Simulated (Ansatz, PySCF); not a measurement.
Molecule: trimethyl amine, C3H9N (charge 0, singlet). SMILES: N(C)(C)C
Geometry from a B3LYP-D3(BJ)/def2-TZVP (Ansatz, a quantum-chemistry and plane-wave program) optimisation:
```xyz
13

N      0.0026     0.0015     0.3690
C      0.0034     1.3852    -0.0654
C      1.1975    -0.6963    -0.0655
C     -1.2022    -0.6896    -0.0484
H     -0.0042     1.4885    -1.1661
H      0.8915     1.8925     0.3148
H     -0.8763     1.8974     0.3273
H      1.2828    -0.7549    -1.1661
H      1.1956    -1.7143     0.3273
H      2.0837    -0.1858     0.3147
H     -1.3035    -0.7477    -1.1477
H     -2.0800    -0.1742     0.3444
H     -1.2003    -1.7076     0.3443
```

Wanted: vertical ionisation energy (to the doublet state of charge +1; each state is the SCF solution reached for its spin; the molecule has degenerate orbitals, so one determinant may break the symmetry), in eV. Valence correlation only, unless marked. Open shells are spin-unrestricted. No spin-orbit coupling. No relativistic terms. 

```csv
level,program,vertical ionisation energy (eV)
HF/aug-cc-pVDZ,Ansatz,7.13
RI-HF/aug-cc-pVTZ,Ansatz,7.14
SVWN5/def2-TZVPD,Ansatz,8.36
PBE/def2-TZVPD,Ansatz,8.21
r2SCAN/def2-TZVPD,Ansatz,8.14
B3LYP/def2-TZVPD,Ansatz,8.34
PBE0/def2-TZVPD,Ansatz,8.25
BHLYP/def2-TZVPD,Ansatz,8.19
CAM-B3LYP/def2-TZVPD,Ansatz,8.38
wB97M-V/def2-TZVPD,Ansatz,8.41
wB97X-V/def2-TZVPD,Ansatz,8.38
B2PLYP/def2-TZVPD,Ansatz,8.35
MP2/aug-cc-pVDZ,Ansatz,8.50
RI-MP2/aug-cc-pVTZ,Ansatz,8.66
SCS-MP2/aug-cc-pVDZ,Ansatz,8.45
CCSD/aug-cc-pVDZ,Ansatz,8.26
CCSD(T)/aug-cc-pVDZ,Ansatz,8.32
```

For comparison, minus the highest occupied orbital energy (PySCF): 4.74 eV at BLYP/def2-TZVPD, 5.42 eV at TPSSh/def2-TZVPD, 7.51 eV at M06-2X/def2-TZVPD.
